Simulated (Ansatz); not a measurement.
CdBi₂: from a trial structure to a relaxed crystal

The calculation used DFT PBE, scalar-relativistic, plane waves, PAW in Ansatz 0.2.0. Cutoff 420 eV, Γ-centred k mesh, Gaussian smearing, no spin polarisation in the final step.

CdBi₂ was placed on the 2H molybdenite structure type (P6_3/mmc, No. 194), with Cd in place of Mo, Bi in place of S, at a guessed volume.

```
CELL_PARAMETERS angstrom
3.62467 0.00000 0.00000
-1.81234 3.13906 0.00000
0.00000 0.00000 14.09848
ATOMIC_POSITIONS crystal
Cd 0.33333 0.66667 0.25000
Cd 0.66667 0.33333 0.75000
Bi 0.33333 0.66667 0.62750
Bi 0.66667 0.33333 0.12750
Bi 0.33333 0.66667 0.87250
Bi 0.66667 0.33333 0.37250
```

Cell and atoms relax at zero pressure; the relaxation can't lower the symmetry of the start. After a coarse first stage the cell is made exact in the group found at 0.06 Å.

The zero of energy is the elements' standard structures at the same level; no fitted shifts are applied.

(1) What does it relax into?

(2) What are its volume, energy, density and gap?

Answers

(1) It keeps P6_3/mmc (No. 194). The result has the 2H molybdenite structure. Conventional cell: a = 3.510 Å, c = 16.516 Å. Cd is coordinated by 6 Bi at 3.31 Å and 6 Cd at 3.51 Å; Bi has 3 Cd at 3.31 Å and 9 Bi at 3.51–3.65 Å.

```xyz
6
Lattice="3.5102 0.0000 0.0000 -1.7551 3.0399 0.0000 0.0000 0.0000 16.5158" Properties=species:S:1:pos:R:3 pbc="T T T"
Cd    0.0000    2.0266    4.1290
Cd    1.7551    1.0133   12.3869
Bi    0.0000    2.0266    9.7747
Bi    1.7551    1.0133    1.5168
Bi    0.0000    2.0266   14.9990
Bi    1.7551    1.0133    6.7411
```

(2) The volume per atom is 29.37 Å³ and the density is 9.99 g/cm³. The energy over the elements is 0.14 eV/atom and the gap on the 12×12×4 mesh is 0 eV (a metal).

The final run used a 12×12×4 mesh on its 6-atom cell and 0.10 eV smearing. The k mesh leaves about 4 meV/atom of noise in metals. Spin–orbit coupling is left out. Symmetry constrained the relaxation, so the result can be a saddle point. The steps took of the order of 9 core-minutes in all.